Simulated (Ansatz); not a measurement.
A single point on C2F3N, SMILES `[C-]#[N+]C(F)(F)F`.

```yaml
crystal:
  periodic: [false, false, false]
  atoms:
    - {symbol: C, position_ang: [0.847952, -1.738453, 0.906119]}
    - {symbol: N, position_ang: [0.383901, -0.786821, 0.410215]}
    - {symbol: C, position_ang: [-0.172632, 0.353924, -0.184473]}
    - {symbol: F, position_ang: [-1.291211, 0.037132, -0.816485]}
    - {symbol: F, position_ang: [0.677842, 0.873430, -1.055003]}
    - {symbol: F, position_ang: [-0.445853, 1.260787, 0.739628]}
basis:
  gaussian: {orbitals: def2-TZVPP}
hamiltonian: {xc: pbe}
correlation: {method: rpa}
```

```sh
$ ansatz run in.yaml --threads 4 --pin off --events-out ev --progress --plain --max-ram 10444MiB
```

Shortened log:

```
Functional definition: PBE
1237 factors; integrals over basis functions are off by at most 7.4e-4 eV
mean field evaluation 1: about -11700.8641 eV, gradient 5.8e1 eV
mean field evaluation 2: about -11700.8590 eV, gradient 5.8e1 eV
mean field evaluation 4: about -11705.2285 eV, gradient 2.0e1 eV
mean field evaluation 8: about -11706.1057 eV, gradient 7.3e-1 eV
mean field evaluation 16: about -11706.1061 eV, gradient 2.8e-5 eV
mean field -11706.10608556 eV, -430.1914639608 hartree, gradient 5.0e-6 eV, S^2 0.000000; 0 other end points of the search recorded, 0 dependent functions left out
6 core orbitals not correlated: weight in the atoms' cores, before any rotation towards them, 1.000 or more for the frozen orbitals, at most 0.000 for the correlated occupied ones
reference -11662.22333714 eV, -428.5788027011 hartree; 17, 17 occupied and 163, 163 virtual orbitals, 1237 factors
Total energy: -11711.76732813 eV, -430.3995107876 hartree
```

It took 2.7 s on 4 threads of an Arm Neoverse V1 on a shared host, with 0.4 GiB of host memory at the peak.
